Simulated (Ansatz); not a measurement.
**One element changed: atomization energies of H₂Si–NH₂, H₂Si–AsH₂**

Ansatz 0.2.0, basis cc-pVDZ; geometries are PBE0/def2-TZVP minima. Wave-function levels freeze the cores with the filled d shells of p-block atoms; HF, MP2 and coupled cluster are restricted for singlets and unrestricted otherwise, atoms included, restricted open-shell where a d shell is frozen. The reference is CCSDT(Q) (coupled cluster only where its series has nearly closed). An error is the level's value less the reference. None of these values is a measured one. Energies are electronic, without zero-point terms. No spin–orbit coupling and no scalar relativity. The set is small: it underbinds, by tens of kJ/mol for each bond, so near ties and functionals' places can change in larger sets. The species are chosen: bound, without strong static correlation by their natural occupations or amplitudes, in their lowest spin state as far as vertical gaps and like structures tell, and with a ladder that closes on the reference, so errors are smaller than for species at large; levels whose determinant breaks symmetry or spin markedly are left out.

| species | bonds (Å) | quantity | symmetry of the states | reference | value (kcal/mol) | error CCSD | error CCSD(T) | error CCSDT |
| --- | --- | --- | --- | --- | --- | --- | --- | --- |
| H2Si–NH2, doublet | N–Si 1.725, Si–H 1.493, N–H 1.008, angles at N 111/120°, angles at Si 107/110° | atomization | A' | CCSDT(Q) | 374.0 | -3.8 | -0.5 | -0.3 |
| H2Si–AsH2, doublet | Si–As 2.356, Si–H 1.492, As–H 1.521, angles at As 93/94°, angles at Si 108/109° | atomization | A' | CCSDT(Q) | 308.9 | -3.7 | -0.5 | -0.2 |

The reference falls from N to As, by 65.1 kcal/mol in all.
